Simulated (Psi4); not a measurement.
# doublet CH5NSi+: levels of theory compared

We compute a comparison of 4 runs (UB3LYP/6-31G*, UHSE06/def2-SVPD, UTPSSh/def2-SVPD) of doublet CH5NSi+. 

The results are computed with Psi4 1.11.

2 further runs of the same task are left out: 2 set aside as unsound or not needed.

**1. The structure to begin with**

CH5NSi+: 8 atoms, total charge +1, spin state doublet. As SMILES of the parent species, `C[Si]N`. The shape is that of a PBE0-D4/def2-TZVP optimisation. This is one conformer, not always the lowest. That shape belongs to the parent species and isn't relaxed for this state.

Bond lengths: C1–Si2 1.904 Å, Si2–N3 1.709 Å, C1–H4 1.094 Å, C1–H5 1.094 Å, C1–H6 1.098 Å, N3–H7 1.008 Å, N3–H8 1.010 Å. Angles: C1–Si2–N3 98.7°, Si2–C1–H4 115.0°, Si2–C1–H5 110.7°, Si2–C1–H6 107.9°, Si2–N3–H7 121.7°, Si2–N3–H8 126.1°, H4–C1–H5 108.8°, H4–C1–H6 108.0°, H5–C1–H6 106.1°, H7–N3–H8 112.1°.

**2. Energy and gradient at UB3LYP/6-31G(d) (spherical functions) (run 1)**

job.py

```python
import psi4

psi4.set_memory(1600000000)
psi4.set_num_threads(1)
psi4.set_output_file('psi4.out', False)

molecule = psi4.geometry("""
1 2
C
Si 1 1.90419
N 2 1.708855 1 98.74789
H 1 1.094137 2 114.97527 3 -19.72941
H 1 1.093918 4 108.76565 2 124.80471
H 1 1.097964 5 106.06045 4 -115.95927
H 3 1.00786 2 121.72864 1 -178.27487
H 3 1.010089 7 112.12626 2 -179.70656
units angstrom
symmetry c1
no_reorient
no_com
""")

options = {'basis': '6-31G*', 'reference': 'uks', 'puream': True, 'e_convergence': 1e-09, 'd_convergence': 1e-08, 'scf_type': 'pk', 'dft_radial_points': 99, 'dft_spherical_points': 590, 'maxiter': 200}
psi4.set_options(options)

E, wfn = psi4.gradient('b3lyp', return_wfn=True)
psi4.oeprop(wfn, 'MAYER_INDICES', 'QUADRUPOLE', 'MULLIKEN_CHARGES', title='B3LYP')
print('gradient / Eh bohr^-1')
print(E.np.round(6))
print(f'energy = {wfn.energy():.10f} Eh')
```

The run is started by

```bash
$ python job.py
```

psi4.out:

```text
[...]
  Running in c1 symmetry.
[...]
  Nuclear repulsion =  100.369103443968001
[...]
  Multiplicity = 2
[...]
  Nalpha       = 16
  Nbeta        = 15
[...]
    Number of basis functions: 56
[...]
   @UKS iter   1:  -384.66589650854235    7.33598e-02   1.58124e-02 DIIS/ADIIS
[...]
   @UKS iter  14:  -385.05081892019416   -2.48406e-11   9.21278e-09 DIIS
[...]
   @S^2 Observed:                7.554076197E-01
[...]
  @UKS Final Energy:  -385.05081892019416
   => Energetics <=
    Nuclear Repulsion Energy =            100.3691034439680010
    One-Electron Energy =                -721.1834684553334682
    Two-Electron Energy =                 263.8945618439605596
    DFT Exchange-Correlation Energy =     -28.1310157527892848
    Empirical Dispersion Energy =           0.0000000000000000
    VV10 Nonlocal Energy =                  0.0000000000000000
    Total Energy =                       -385.0508189201941605
[...]
  -Total Gradient:
     Atom            X                  Y                   Z
    ------   -----------------  -----------------  -----------------
       1        0.003690575470    -0.029338592563     0.016086027739
       2       -0.001810762737     0.048566273640     0.021401179925
       3        0.000719150133    -0.031856502735    -0.023554500370
       4       -0.003482221152     0.004834749678    -0.011637296817
       5       -0.000729948561    -0.000806636017     0.000666552148
       6        0.001745083794    -0.001171148389    -0.002676660184
       7        0.000244244471     0.007669818349    -0.008127557949
       8       -0.000375309288     0.002115220757     0.007838749845
[...]
 Multipole Moments:
 ------------------------------------------------------------------------------------
     Multipole            Electronic (a.u.)      Nuclear  (a.u.)        Total (a.u.)
 ------------------------------------------------------------------------------------
 L = 1.  Multiply by 2.5417464519 to convert [e a0] to [Debye]
 Dipole X            :          0.0463385           -0.0762017           -0.0298632
 Dipole Y            :          1.8210660           -1.8794823           -0.0584163
 Dipole Z            :          3.9528557           -3.7545972            0.1982585
 Magnitude           :                                                    0.2088318
 L = 2.  Multiply by 1.3450342976 to convert [e a0^2] to [Debye ang]
 Quadrupole XX       :        -22.4835196            5.4872518          -16.9962678
 Quadrupole XY       :          0.1360043           -0.1840243           -0.0480200
[...]
  Mulliken Charges: (a.u.)
   Center  Symbol    Alpha    Beta     Spin     Total
       1     C     3.46257  3.23621  0.22637 -0.69878
       2    SI     6.93434  6.16889  0.76546  0.89677
       3     N     3.88233  3.90069 -0.01836 -0.78303
       4     H     0.38141  0.36411  0.01729  0.25448
       5     H     0.36635  0.37500 -0.00865  0.25865
       6     H     0.36778  0.37074 -0.00297  0.26148
       7     H     0.29864  0.29856  0.00008  0.40280
       8     H     0.30658  0.28579  0.02079  0.40763
   Total alpha = 16.00000, Total beta = 15.00000, Total charge =  1.00000
[...]
```

The script printed:

```text
gradient / Eh bohr^-1
[[ 0.003691 -0.029339  0.016086]
 [-0.001811  0.048566  0.021401]
 [ 0.000719 -0.031857 -0.023555]
 [-0.003482  0.004835 -0.011637]
 [-0.00073  -0.000807  0.000667]
 [ 0.001745 -0.001171 -0.002677]
 [ 0.000244  0.00767  -0.008128]
 [-0.000375  0.002115  0.007839]]
energy = -385.0508189202 Eh
```

Run time: 42 s. Hardware: 1 thread of AMD EPYC 7R43 (Zen 3), shared host; peak memory 0.89 GiB.

**3. Energy and forces at UB3LYP/6-31G(d) (Cartesian functions) (run 2)**

ch5nsi_ase.py

```python
import numpy as np
from ase.calculators.psi4 import Psi4
from ase import Atoms

mol = Atoms(['C', 'Si', 'N', 'H', 'H', 'H', 'H', 'H'], positions=[
    [-0.660000, 0.824700, -0.552100],
    [0.963800, 0.653800, 0.427700],
    [0.932200, -1.034400, 0.690700],
    [-1.026400, -0.101800, -1.004300],
    [-0.562500, 1.583400, -1.334100],
    [-1.431400, 1.195000, 0.135900],
    [1.651200, -1.501900, 1.220100],
    [0.225200, -1.675700, 0.360300],
])
calc = Psi4(atoms=mol, method='b3lyp', basis='6-31G*', memory='1600MB', num_threads=1, charge=1, multiplicity=2, label='ch5nsi', reference='uks')
calc.psi4.set_options({'puream': False, 'e_convergence': 1e-09, 'd_convergence': 1e-08, 'scf_type': 'pk', 'dft_radial_points': 99, 'dft_spherical_points': 590, 'maxiter': 200})
mol.calc = calc

forces = mol.get_forces()
print(f'energy: {mol.get_potential_energy():.6f} eV')
print('forces / eV A^-1')
print(np.round(forces, 5))
```

The run is started by

```bash
$ python ch5nsi_ase.py
```

ch5nsi.dat, shortened:

```text
[...]
  Running in c1 symmetry.
[...]
  Nuclear repulsion =  100.369090567137675
[...]
  Multiplicity = 2
[...]
  Nalpha       = 16
  Nbeta        = 15
[...]
    Number of basis functions: 59
[...]
   @UKS iter   1:  -384.67025234263753    7.16566e-02   1.51895e-02 ADIIS/DIIS
[...]
   @UKS iter  14:  -385.05450234749975   -2.44995e-11   8.95312e-09 DIIS
[...]
   @S^2 Observed:                7.554150815E-01
[...]
  @UKS Final Energy:  -385.05450234749975
   => Energetics <=
    Nuclear Repulsion Energy =            100.3690905671376754
    One-Electron Energy =                -721.1361146319457021
    Two-Electron Energy =                 263.8198648501317507
    DFT Exchange-Correlation Energy =     -28.1073431328233916
    Empirical Dispersion Energy =           0.0000000000000000
    VV10 Nonlocal Energy =                  0.0000000000000000
    Total Energy =                       -385.0545023474997492
[...]
 Multipole Moments:
 ------------------------------------------------------------------------------------
     Multipole            Electronic (a.u.)      Nuclear  (a.u.)        Total (a.u.)
 ------------------------------------------------------------------------------------
 L = 1.  Multiply by 2.5417464519 to convert [e a0] to [Debye]
 Dipole X            :          3.6671534           -3.5216502            0.1455032
 Dipole Y            :          1.4352943           -1.5048370           -0.0695427
 Dipole Z            :          1.8547429           -1.7229946            0.1317483
 Magnitude           :                                                    0.2082426
[...]
  -Total Gradient:
     Atom            X                  Y                   Z
    ------   -----------------  -----------------  -----------------
       1        0.011074361441    -0.030884311170     0.007306766176
       2        0.024828662585     0.046493225615     0.008910106440
       3       -0.024499015035    -0.029680672274    -0.010243681448
       4       -0.010968822073     0.006241346733    -0.003411039209
       5        0.000073982065    -0.000703764710     0.000973549484
       6       -0.001648974344    -0.001136717470    -0.002741875190
       7       -0.005618245442     0.008256036369    -0.004951443920
       8        0.006757452901     0.001428040415     0.004154121419
[...]
```

The script printed:

```text
energy: -10477.866704 eV
forces / eV A^-1
[[-0.56947  1.58814 -0.37573]
 [-1.27674 -2.39078 -0.45818]
 [ 1.25979  1.52624  0.52675]
 [ 0.56404 -0.32094  0.1754 ]
 [-0.0038   0.03619 -0.05006]
 [ 0.08479  0.05845  0.14099]
 [ 0.2889  -0.42454  0.25461]
 [-0.34748 -0.07343 -0.21361]]
```

Wall time 52 s (1 thread of AMD EPYC 7R43 (Zen 3), shared host); peak memory 0.94 GiB.

Run 3 isn't shown in full; the table further down has it.

**4. Energy and gradient at UTPSSh/def2-SVPD (run 4)**

calc.in

```
memory 1600 MB

molecule molecule1 {
  1 2
  C     -1.24721924     1.55845713    -1.04331779
  Si     1.82131804     1.23550294     0.80823586
  N      1.76160269    -1.95473270     1.30523383
  H     -1.93961489    -0.19237412    -1.89785195
  H     -1.06297095     2.99219235    -2.52108362
  H     -2.70495397     2.25822272     0.25681378
  H      3.12031578    -2.83817967     2.30565484
  H      0.42556632    -3.16661407     0.68086832
  units bohr
  symmetry c1
  no_reorient
  no_com
}

set globals {
  reference uks
  puream true
  e_convergence 1e-09
  d_convergence 1e-08
  scf_type pk
  dft_radial_points 99
  dft_spherical_points 590
  maxiter 200
}

E = gradient("tpssh/def2-SVPD")
print_variables()
```

The run is started by

```bash
$ psi4 calc.in calc.out -n 1
```

calc.out, shortened:

```text
[...]
  Running in c1 symmetry.
[...]
  Nuclear repulsion =  100.369090676584037
[...]
  Multiplicity = 2
[...]
  Nalpha       = 16
  Nbeta        = 15
[...]
    Number of basis functions: 104
[...]
   @UKS iter   1:  -384.49274691347375    1.40431e-01   8.92449e-03 DIIS/ADIIS
[...]
   @UKS iter  15:  -384.92184760012987   -2.95586e-12   5.68980e-09 DIIS
[...]
   @S^2 Observed:                7.577984589E-01
[...]
  @UKS Final Energy:  -384.92184760012987
   => Energetics <=
    Nuclear Repulsion Energy =            100.3690906765840367
    One-Electron Energy =                -720.8717119075613482
    Two-Electron Energy =                 267.0454576983561878
    DFT Exchange-Correlation Energy =     -31.4646840675087525
    Empirical Dispersion Energy =           0.0000000000000000
    VV10 Nonlocal Energy =                  0.0000000000000000
    Total Energy =                       -384.9218476001298654
[...]
 Multipole Moments:
 ------------------------------------------------------------------------------------
     Multipole            Electronic (a.u.)      Nuclear  (a.u.)        Total (a.u.)
 ------------------------------------------------------------------------------------
 L = 1.  Multiply by 2.5417464519 to convert [e a0] to [Debye]
 Dipole X            :        -27.0528110           28.1846982            1.1318872
 Dipole Y            :        -11.6311167           12.0179022            0.3867855
 Dipole Z            :        -12.4381042           13.0164335            0.5783293
 Magnitude           :                                                    1.3286221
[...]
  -Total Gradient:
     Atom            X                  Y                   Z
    ------   -----------------  -----------------  -----------------
       1        0.003448167544    -0.029111177562     0.003826397205
       2        0.028364048012     0.042828035894     0.011247491992
       3       -0.024653388442    -0.027697463159    -0.010747295741
       4       -0.009670892523     0.009316730494    -0.002189509032
       5        0.000135104716    -0.003600504039     0.003643253467
       6        0.000903656422    -0.002577981567    -0.005109070448
       7       -0.006381491869     0.008651482737    -0.005442043357
       8        0.007851227929     0.002210900247     0.004763653974
[...]
```

It took 2.9 min on 1 thread of AMD EPYC 7R43 (Zen 3), shared host; peak memory 0.71 GiB.

**5. The series**

| run | level | Cartesian functions | energy (Eh) | HOMO energy (eV) | LUMO energy (eV) | ⟨S²⟩ | wall time |
| --- | --- | --- | --- | --- | --- | --- | --- |
| 1 | UB3LYP/6-31G* (spherical functions) | no | -385.050819 | -13.79 | -10.62 | 0.755 | 42 s |
| 2 | UB3LYP/6-31G* (Cartesian functions) | yes | -385.054502 | -13.79 | -10.62 | 0.755 | 52 s |
| 3 | UHSE06/def2-SVPD | no | -384.685975 | -13.77 | -10.64 | 0.757 | 2.3 min |
| 4 | UTPSSh/def2-SVPD | no | -384.921848 | -13.57 | -10.74 | 0.758 | 2.9 min |

**6. Summary of results**

| quantity | value |
| --- | --- |
| run 4: total energy | -384.92185 Eh |
| run 4: HOMO energy (highest over α and β) | -13.57 eV |
| run 4: LUMO energy (lowest over α and β) | -10.74 eV |
| run 4: ⟨S²⟩ | 0.758 |
| run 4: largest force on an atom | 2.704 eV/Å |

**Reading.** Totals of different functionals can't be ranked against each other. All runs together took 6.7 min, the longest 2.9 min.
